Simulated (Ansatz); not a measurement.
`C=C(F)C(=C)F` + H₂ → `C=CC(=C)F` + H–F  (hydrogenolysis of a C–F bond)

Program: Ansatz. Geometries: PBE0-D4/def2-TZVP. ΔE: electronic, gas phase. CCSD(T)/CBS adds triple-zeta CCSD(T) − MP2 to the extrapolated MP2 energy (def2 sets, frozen cores). This one scheme is used for every species. Each species was taken in one conformer, which may not be the lowest.

`C=C(F)C(=C)F`:

Cartesian coordinates in Å:
```
C -0.606 1.647 0.589
C -0.274 0.642 -0.207
F -0.425 0.738 -1.533
C 0.273 -0.643 0.207
C 0.606 -1.647 -0.589
F 0.424 -0.739 1.533
H -1.006 2.564 0.179
H -0.476 1.550 1.656
H 1.006 -2.564 -0.179
H 0.476 -1.550 -1.656
```

H₂:

Cartesian coordinates in Å:
```
H 0.188 -0.301 0.115
H -0.188 0.301 -0.115
```

`C=CC(=C)F`:

```xyz
10

C    -0.578   -0.859    1.513
C    -0.520    0.039    0.534
C     0.462    0.021   -0.531
C     0.557    0.895   -1.526
F     1.338   -0.993   -0.460
H    -1.336   -0.796    2.283
H     0.129   -1.677    1.569
H    -1.234    0.855    0.486
H     1.327    0.803   -2.280
H    -0.146    1.713   -1.588
```

H–F:

Z-matrix (Å, degrees):
```
F
H 1 0.920
```

```json
{"level": "SCS-MP2/def2-QZVPP", "ΔE (kJ/mol)": "-103.0"}
{"level": "CCSD/CBS(def2)", "ΔE (kJ/mol)": "-104.9"}
```

**Question.** What does CCSD(T)/CBS give? (Best estimate.)

**Answer.** Ansatz gave: -101.9 kJ/mol. The listed levels differ from it by -1.1, -3.0 kJ/mol.

**Question.** What do rigid-rotor, harmonic-oscillator terms from PBE0-D4/def2-TZVP frequencies (298.15 K, 1 bar) make of the CCSD(T)/CBS value? (Best estimate.)

**Answer.** The calculation gave: ΔZPE = +18.9 kJ/mol, ΔH = -84.7 kJ/mol, ΔS = 31 J/(mol·K), ΔG = -93.8 kJ/mol.

Largest T1 diagnostic among the species: 0.012.

Leaving LDA and LC-ωPBE aside and taking each functional with its dispersion term where it has one, the values, not all of them listed here, spread over 18.1 kJ/mol, from PBE-QIDH to BLYP-D4. LDA lies +8.4 kJ/mol from PBE without D4. From PBE to PBE0 (25 % exact exchange), in def2-TZVPP and without D4, ΔE moves by −8.1 kJ/mol. At CCSD(T), def2-SVP lies +19.4 kJ/mol from the extrapolated value and def2-TZVPP +4.4 kJ/mol.
